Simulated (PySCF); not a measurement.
Species: C₅H₇F.
SMILES with atom numbers: `[CH2:1]=[CH:2][CH2:3]/[CH:4]=[CH:5]/[F:6]` (hydrogens: H7, H8 on C1; H9 on C2; H10, H11 on C3; H12 on C4; H13 on C5)

The same species was optimised twice, with GFN2-xTB and with PBE0-D3(BJ)/def2-SVP (PySCF), and the same property calculations (PySCF, gas phase) were run on both structures.

```tsv
coordinate	GFN2-xTB	PBE0-D3(BJ)/def2-SVP	change
C5–F6 (Å)	1.346	1.331	-0.015
C1=C2 (Å)	1.319	1.332	+0.013
C4=C5 (Å)	1.318	1.328	+0.010
C3–C4 (Å)	1.496	1.499	+0.003
C2–C3 (Å)	1.501	1.501	0.000
C2–C3–C4 (°)	110.0	112.5	+2.5
C1–C2–C3 (°)	124.2	125.0	+0.8
C4–C5–F6 (°)	121.9	122.7	+0.8
C3–C4–C5 (°)	123.3	123.1	-0.2
C1–C2–C3–C4 (°)	117	120	+3
C2–C3–C4–C5 (°)	-116	-120	-4
```

Rotational constants: A = 10740, B = 1472, C = 1411 MHz (GFN2-xTB) against A = 11456, B = 1410, C = 1365 MHz (PBE0-D3(BJ)/def2-SVP). Point groups within 0.08 Å: C1 and C1.

On the GFN2-xTB structure: HOMO (eV) -7.28 [PBE0/pcSseg-1]; LUMO (eV) 0.04 [PBE0/pcSseg-1]; dipole (D) 1.56 [PBE0/pcSseg-1]; GIAO shielding of C1 (ppm) 65.5 [PBE0/pcSseg-1]; GIAO shielding of C2 (ppm) 41.0 [PBE0/pcSseg-1]; GIAO shielding of C3 (ppm) 149.4 [PBE0/pcSseg-1]; GIAO shielding of C4 (ppm) 69.8 [PBE0/pcSseg-1]; GIAO shielding of C5 (ppm) 28.1 [PBE0/pcSseg-1]; GIAO shielding of F6 (ppm) 295.8 [PBE0/pcSseg-1].

Task: What do these properties become on the PBE0-D3(BJ)/def2-SVP structure?

Result: 
```csv
property,level,on GFN2-xTB,on PBE0-D3(BJ)/def2-SVP,change
HOMO (eV),PBE0/pcSseg-1,-7.28,-7.27,+0.01
LUMO (eV),PBE0/pcSseg-1,0.04,0.02,-0.02
dipole (D),PBE0/pcSseg-1,1.56,1.44,-0.12
"energy, GFN2-xTB geometry as zero (kcal/mol)",PBE0/pcSseg-1,0.0,-0.5,-0.5
GIAO shielding of C1 (ppm),PBE0/pcSseg-1,65.5,61.6,-3.9
GIAO shielding of C2 (ppm),PBE0/pcSseg-1,41.0,38.5,-2.5
GIAO shielding of C3 (ppm),PBE0/pcSseg-1,149.4,148.5,-0.9
GIAO shielding of C4 (ppm),PBE0/pcSseg-1,69.8,69.0,-0.8
GIAO shielding of C5 (ppm),PBE0/pcSseg-1,28.1,26.6,-1.5
GIAO shielding of F6 (ppm),PBE0/pcSseg-1,295.8,295.8,0.0
```

The heavy atoms differ by 0.057 Å rms after alignment. Among bonds between heavy atoms C5–F6 changes most (-0.015 Å). Changes are differences of the printed values. Neither structure is proved a minimum here.

Conformer computed: `[CH2:1]=[CH:2][CH2:3]/[CH:4]=[CH:5]/[F:6]`: C1–C2–C3–C4 120°, C2–C3–C4–C5 -120°.
